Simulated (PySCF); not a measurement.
Gas-phase reaction: 3 ethylsilane + 2 C3H4 (propyne) + SiH4 = 4 (CH3)3Si

Method: PySCF energies (xtb for GFN2) plus ideal-gas RRHO corrections (1 bar). † marks an energy on the PBE0/def2-TZVP geometry and frequencies; other levels use their own. MP2 freezes the core. Open shells (unrestricted): (CH3)3Si (multiplicity 2); the rest are closed-shell singlets. GFN2 has no spin-polarisation term. (CH3)3Si: computed as isolated molecules; such fragments, hydroxides, amides, oligomers or adducts are transient or little studied in the gas. MP2 isn't extrapolated to the basis-set limit.

PBE/def2-SVP gives ΔH°(298 K) = -220 kJ.

### Question
What do MP2/def2-SVP†, ωB97M-V/def2-TZVP†, GFN2-xTB give?

### Answer
MP2/def2-SVP†: -144 kJ; ωB97M-V/def2-TZVP†: -183 kJ; GFN2-xTB: 449 kJ. For scale, ΔH°(298 K) is -220 kJ at this level, -183 kJ at ωB97M-V/def2-TZVP†, and runs from -294 to 449 kJ over the 19 levels computed († marks an energy on the PBE0/def2-TZVP geometry).
